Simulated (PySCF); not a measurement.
Molecule: `C#CC(F)F`, C3H2F2.

Bonds (- single, = double, # triple, : aromatic): C1#C2, C2-C3, C3-F4, C3-F5. C1 carries H6; C3 carries H7.

Frames of a GFN2-xTB Langevin trajectory at 600 K; GIAO PBE0/pcSseg-1 shieldings in PySCF 2.14.0 with density-fitted response routines, gas phase, non-relativistic; equivalent atoms averaged within each frame.

Shifts are taken against calculated references (same method and geometry level): $^{13}$C (σ = 186.93 ppm) and $^{1}$H (σ = 31.72 ppm) against TMS; $^{19}$F (σ = 170.95 ppm) vs CFCl3. The references are static minima.

Question: How do the shifts (ppm) fluctuate along the trajectory?

Answer: 
| time (fs) | C3 | C1 | C2 | F4/F5 | H7 | H6 |
| --- | --- | --- | --- | --- | --- | --- |
| optimised geometry | 109.6 | 85.4 | 80.2 | -126.2 | 6.51 | 2.24 |
| 250 | 109.6 | 92.2 | 86.9 | -117.8 | 7.43 | 1.96 |
| 425 | 113.9 | 84.2 | 95.0 | -105.8 | 7.34 | 4.26 |
| 625 | 126.5 | 99.1 | 81.8 | -90.9 | 9.59 | 3.25 |
| 800 | 112.9 | 93.4 | 92.3 | -120.8 | 6.26 | 3.02 |
| 1000 | 109.7 | 92.2 | 81.1 | -120.7 | 7.86 | 3.41 |
| mean of frames | 114.5 | 92.2 | 87.4 | -111.2 | 7.69 | 3.18 |
| standard deviation | 7.0 | 5.3 | 6.2 | 12.9 | 1.21 | 0.83 |

5 frames give an uncertainty of the mean of about the standard deviation over 2.2 at best, since frames this close in time may not be independent; classical motion lacks zero-point vibration, and the reference would need the same averaging.
